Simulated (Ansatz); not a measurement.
`C#CNC` + `N=CCl` → `C#CC(=N)Cl` + CH₃NH₂ at 400 K and 1 bar (formal exchange of groups at a C–N bond).

Program: Ansatz. Geometries: PBE0-D4/def2-TZVP. ΔE: electronic, gas phase. CCSD(T)/CBS adds triple-zeta CCSD(T) − MP2 to the extrapolated MP2 energy (def2 sets, frozen cores). This one scheme is used for every species. One conformer a species, not always the lowest.

| species | CCSD(T)/CBS energy (Eh) | H − E (kJ/mol) | S (J/(mol·K)) |
| --- | --- | --- | --- |
| `C#CNC` | -171.77864 | 216.9 | 315.9 |
| `N=CCl` | -553.70684 | 99.7 | 275.2 |
| `C#CC(=N)Cl` | -629.74524 | 132.9 | 330.6 |
| CH₃NH₂ | -95.75281 | 185.4 | 256.0 |

H − E and S are ideal-gas, rigid-rotor, harmonic terms from PBE0-D4/def2-TZVP, for one conformer and one mirror image of each species. 1 Eh = 2625.50 kJ/mol, R = 8.31446 J/(mol·K).

Q: By hand: ΔE, ΔH, ΔS and ΔG.

A: ΔE = (-629.74524) + (-95.75281) − (-171.77864) − (-553.70684) = -0.01257 Eh = -33.0 kJ/mol. Δ(H − E) = 132.9 + 185.4 − 216.9 − 99.7 = 1.7, so ΔH = -31.3 kJ/mol. ΔS = 330.6 + 256.0 − 315.9 − 275.2 = -4.5 J/(mol·K). ΔG = -31.3 − 400 × (-4.5)/1000 = -29.5 kJ/mol.

Q: By hand: the equilibrium constant, and the temperature at which ΔG would vanish if ΔH and ΔS stayed fixed.

A: log₁₀ K = −ΔG/(RT ln 10) = 3.9. ΔG = 0 at ΔH/ΔS = 6956 K, far beyond where these terms or the molecules hold.

The number of gas molecules stays the same, so ΔS is small and ΔH decides. A doubt of 5 kJ/mol in ΔE shifts log₁₀ K by 0.7 here. Other conformers and mirror images would add mixing entropy, several J/(mol·K) or more a flexible species. These are equilibria of isolated gas molecules and say nothing of rates. Largest T1 diagnostic: 0.014 (customary marks: 0.02 for closed shells, 0.045 for open ones).
